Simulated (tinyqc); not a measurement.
CIS on RHF in the sto-6g basis, frozen core, for H2F+, spin multiplicity 1, step by step. One step of it, computed by the program tinyqc.

Problem. CIS matrix, triplets. A(ia,jb) = (e_a - e_i) d_ij d_ab - (ij|ab).

orbital energies (hartree): MO1 -27.001114, MO2 -2.147542, MO3 -1.288701, MO4 -1.136505, MO5 -1.093347, MO6 0.051291, MO7 0.230004

Two-electron integrals over orbitals (pq|rs), unique and non-zero (hartree); the lowest 1 orbital is frozen and left out:
```
(22|22) 0.869121    (32|22) -0.000802   (32|32) 0.164346    (33|22) 0.777431
(33|32) 0.000666    (33|33) 0.765143    (42|22) 0.019954    (42|32) 0.000008
(42|33) -0.003532   (42|42) 0.156018    (43|22) -0.000432   (43|32) 0.001661
(43|33) -0.000538   (43|42) 0.000717    (43|43) 0.048158    (44|22) 0.823377
(44|32) 0.000616    (44|33) 0.736711    (44|42) -0.094577   (44|43) -0.000970
(44|44) 0.933816    (52|52) 0.179581    (53|52) 0.000521    (53|53) 0.039652
(54|52) -0.037936   (54|53) -0.000205   (54|54) 0.058196    (55|22) 0.881077
(55|32) 0.000427    (55|33) 0.763318    (55|42) -0.046695   (55|43) -0.000791
(55|44) 0.852543    (55|55) 0.998085    (62|22) 0.159863    (62|32) 0.001351
(62|33) 0.100897    (62|42) 0.034852    (62|43) -0.000543   (62|44) 0.118893
(62|55) 0.165516    (62|62) 0.086455    (63|22) 0.004292    (63|32) -0.026202
(63|33) 0.003541    (63|42) -0.001185   (63|43) -0.014677   (63|44) 0.004002
(63|55) 0.004737    (63|62) 0.002082    (63|63) 0.063804    (64|22) 0.117931
(64|32) -0.001221   (64|33) 0.071916    (64|42) -0.002432   (64|43) -0.000123
(64|44) 0.128755    (64|55) 0.120726    (64|62) 0.059987    (64|63) 0.002507
(64|64) 0.058432    (65|52) 0.058339    (65|53) 0.000673    (65|54) 0.002895
(65|65) 0.029887    (66|22) 0.604149    (66|32) 0.003899    (66|33) 0.578455
(66|42) 0.071571    (66|43) 0.001838    (66|44) 0.552682    (66|55) 0.572081
(66|62) 0.063331    (66|63) -0.002629   (66|64) 0.030261    (66|66) 0.561118
(72|22) -0.004244   (72|32) 0.056047    (72|33) -0.002073   (72|42) -0.000158
(72|43) -0.026840   (72|44) -0.003475   (72|55) -0.004277   (72|62) -0.001051
(72|63) 0.030602    (72|64) -0.001570   (72|66) -0.001900   (72|72) 0.053695
(73|22) 0.189316    (73|32) 0.001399    (73|33) 0.158597    (73|42) -0.060663
(73|43) -0.000286   (73|44) 0.202844    (73|55) 0.219649    (73|62) 0.077568
(73|63) 0.001815    (73|64) 0.070189    (73|66) 0.023326    (73|72) -0.002596
(73|73) 0.155851    (74|22) -0.000989   (74|32) -0.061468   (74|33) -0.000978
(74|42) -0.000659   (74|43) 0.014540    (74|44) -0.001252   (74|55) -0.001171
(74|62) -0.001224   (74|63) 0.035604    (74|64) 0.000356    (74|66) -0.002911
(74|72) -0.012073   (74|73) -0.001579   (74|74) 0.049119    (75|52) -0.001446
(75|53) 0.025187    (75|54) 0.000117    (75|65) -0.000287   (75|75) 0.019926
(76|22) -0.000519   (76|32) 0.102744    (76|33) 0.000934    (76|42) -0.000923
(76|43) 0.037800    (76|44) 0.001071    (76|55) 0.000305    (76|62) -0.000368
(76|63) -0.075984   (76|64) -0.001880   (76|66) 0.006301    (76|72) -0.009751
(76|73) 0.002438    (76|74) -0.057178   (76|76) 0.154203    (77|22) 0.638468
(77|32) -0.004572   (77|33) 0.641455    (77|42) 0.009191    (77|43) -0.001475
(77|44) 0.615790    (77|55) 0.622887    (77|62) 0.054384    (77|63) 0.004666
(77|64) 0.027789    (77|66) 0.556201    (77|72) -0.001153   (77|73) 0.072566
(77|74) 0.002254    (77|76) -0.005592   (77|77) 0.601685
```

Give: CIS matrix A, triplet.

Solution.

CIS matrix A, triplet (hartree), lower triangle:
```
         2>6      2>7      3>6      3>7      4>6     4>7      5>6     5>7
2>6   1.5947
2>7   0.0005   1.7391
3>6  -0.0039  -0.1027   0.7615
3>7  -0.1027   0.0046  -0.0009   0.8773
4>6  -0.0716   0.0009  -0.0018  -0.0378   0.6351
4>7   0.0009  -0.0092  -0.0378   0.0015  -0.0011  0.7507
5>6   0.0000   0.0000   0.0000   0.0000   0.0000  0.0000   0.5726
5>7   0.0000   0.0000   0.0000   0.0000   0.0000  0.0000  -0.0003  0.7005
```
